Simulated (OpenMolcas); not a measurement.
# HF/ANO-S-VDZP (Cholesky decomposition) run of C2H8N2 (1,2-dimethylhydrazine)

Aim: the vertical electron affinity of C2H8N2 (1,2-dimethylhydrazine) at HF/ANO-S-VDZP (Cholesky decomposition), from 2 runs. 

The results are computed with OpenMolcas 26.06.

### 1 Starting point

C2H8N2: 12 atoms, total charge 0, spin state singlet. As SMILES, `CNNC`. The coordinates come from a GFN2-xTB relaxation. This is one conformer, not always the lowest.

Bond lengths: C1–N2 1.457 Å, N2–N3 1.409 Å, N3–C4 1.456 Å, C1–H5 1.098 Å, C1–H6 1.088 Å, C1–H7 1.091 Å, N2–H8 1.017 Å, N3–H9 1.017 Å, C4–H10 1.099 Å, C4–H11 1.091 Å, C4–H12 1.088 Å. Some angles: C1–N2–N3 116.8°, N2–N3–C4 116.8°, C1–N2–H8 110.1°, N3–N2–H8 107.4°, N2–C1–H5 114.7°, N2–C1–H6 107.6°, N2–C1–H7 108.4°, N2–N3–H9 107.4°, C4–N3–H9 110.1°, N3–C4–H10 114.7°.

### 2 The energy at HF/ANO-S-VDZP (Cholesky decomposition)

Contents of job.input:

```
* C2H8N2 Hartree-Fock

&GATEWAY
 Coord
 12
 angstrom
 C       -1.110020       0.997050      -0.221620
 N       -0.864130      -0.071800       0.736770
 N        0.477080      -0.462720       0.923380
 C        1.224170      -0.839550      -0.268640
 H       -0.875310       0.742120      -1.263930
 H       -2.163920       1.261090      -0.158000
 H       -0.516310       1.865090       0.069560
 H       -1.390760      -0.902780       0.477500
 H        0.951060       0.295740       1.408280
 H        1.392400      -0.021540      -0.982890
 H        0.685090      -1.641470      -0.775170
 H        2.190640      -1.221240       0.054750
 Basis
 ANO-S-VDZP
 Group
 NoSym

&SEWARD
 High

&SCF
 PrOrbitals
 0
```

Run with:

```bash
$ export MOLCAS_MEM=1860
$ pymolcas job.input > job.log
```

Output:

```text
--- Start Module: gateway ---
[...]
--- Stop Module: gateway /rc=_RC_ALL_IS_WELL_ ---
--- Start Module: seward ---
[...]
      Basis functions           96
--- Stop Module: seward /rc=_RC_ALL_IS_WELL_ ---
[...]
--- Start Module: scf ---
[...]
       Convergence after  11 Iterations
[...]
::    Total SCF energy                               -189.2751824158
[...]
      Total spin, S                                     0.0000000000
[...]
      Total electronic charge=   34.000000
      Total            charge=   -0.000000
[...]
      Dipole Moment (debye):
      Origin of the operator (angstrom)=   -0.0628   -0.0868    0.2694
                   X=  4.3734E-01               Y=  6.0445E-01               Z= -1.8776E+00           Total=  2.0204E+00
      Quadrupole Moment (debye*angstrom):
[...]
--- Stop Module: scf /rc=_RC_ALL_IS_WELL_ ---
[...]
```

Wall time 28 s (1 thread of Arm Neoverse N1, shared host); peak memory 0.08 GiB.

### 3 The doublet anion, same level

Contents of job.input:

```
&gateway
  coord
  12
  angstrom
  C       -1.110020       0.997050      -0.221620
  N       -0.864130      -0.071800       0.736770
  N        0.477080      -0.462720       0.923380
  C        1.224170      -0.839550      -0.268640
  H       -0.875310       0.742120      -1.263930
  H       -2.163920       1.261090      -0.158000
  H       -0.516310       1.865090       0.069560
  H       -1.390760      -0.902780       0.477500
  H        0.951060       0.295740       1.408280
  H        1.392400      -0.021540      -0.982890
  H        0.685090      -1.641470      -0.775170
  H        2.190640      -1.221240       0.054750
  basis=ANO-S-VDZP
  group=NoSym

&seward
  high

&scf
  uhf
  charge=-1
  spin=2
  prorbitals=0
```

Run with:

```bash
$ export MOLCAS_MEM=1860
$ pymolcas job.input > job.log
```

Output:

```text
--- Start Module: gateway ---
[...]
--- Stop Module: gateway /rc=_RC_ALL_IS_WELL_ ---
--- Start Module: seward ---
[...]
      Basis functions           96
--- Stop Module: seward /rc=_RC_ALL_IS_WELL_ ---
[...]
--- Start Module: scf ---
[...]
       Convergence after  17 Iterations
[...]
::    Total SCF energy                               -189.1620911197
[...]
      Total spin, S                                     0.5006624956
[...]
      Total electronic charge=   35.000000
      Total            charge=   -1.000000
[...]
      Dipole Moment (debye):
      Origin of the operator (angstrom)=   -0.0628   -0.0868    0.2694
                   X= -3.0406E-01               Y= -4.2719E-01               Z=  1.3208E+00           Total=  1.4211E+00
      Center of Charge (angstrom)
[...]
--- Stop Module: scf /rc=_RC_ALL_IS_WELL_ ---
[...]
```

Run time: 63 s. Hardware: 1 thread of Arm Neoverse N1, shared host; peak memory 0.08 GiB.

### 4 Summary of results

At HF/ANO-S-VDZP (Cholesky decomposition):

```
                                         quantity          value
                     singlet C2H8N2: total energy  -189.27518 Eh
                    singlet C2H8N2: dipole moment         2.02 D
                      singlet C2H8N2: HOMO energy       -9.80 eV
                      singlet C2H8N2: LUMO energy        3.15 eV
                    singlet C2H8N2: HOMO–LUMO gap       12.94 eV
                      doublet anion: total energy  -189.16209 Eh
doublet anion: HOMO energy (highest over α and β)        3.00 eV
 doublet anion: LUMO energy (lowest over α and β)        7.32 eV
                              doublet anion: ⟨S²⟩          0.751
vertical electron affinity (to the doublet anion)      -3.077 eV
```

In words: The anion lies 3.08 eV (71 kcal/mol) above the neutral: the electron isn't bound at this level, and such a value depends on the basis. Without diffuse functions anions come out too high. Hartree–Fock misses the correlation that binds many anions. Mulliken charges (singlet C2H8N2) run from -0.12 on N2 to +0.09 on H9. Mulliken charges (doublet anion) run from -0.21 on H7 to +0.12 on C1. The HOMO (doublet anion) lies at positive energy, 3.00 eV: the electron is unbound at this level or held by a compact basis; values depend on the basis.
